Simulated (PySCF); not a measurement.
# A series of derivatives of C#CC

Parent skeleton `[CH:1]#[C:2][CH3:3]`; one hydrogen on atom 1 is replaced by X. Hydrogens on one atom are averaged.

- geometry: PBE0-D3(BJ)/def2-SVP
- PBE0/pcSseg-1 with gauge-including orbitals
- run in PySCF
- no solvent model, relativity neglected, one averaged value for each set of equivalent atoms, a single conformation

Referencing at the same level of theory: 13C (184.41 ppm) and 1H (31.27 ppm) vs TMS.

Parent (X = H): C1 73.5, C2 82.3, C3 4.2, H(C3) 1.83 ppm. Effects are Δδ = δ(X) − δ(H), positive for deshielding.

Task: Order these by the shift of C2, most shielded first.
A. X = CH2Cl
B. X = BH2
C. X = B(OH)2
D. X = CH2CN

Result: D (+4.1 ppm), A (+8.3 ppm), C (+21.2 ppm), B (+77.7 ppm).

Task: Order these by the shift of C1, most shielded first.
A. X = CH2CN
B. X = CH2Cl
C. X = B(OH)2
D. X = BH2

Result: A (-1.7 ppm), B (+6.1 ppm), C (+10.3 ppm), D (+26.9 ppm).
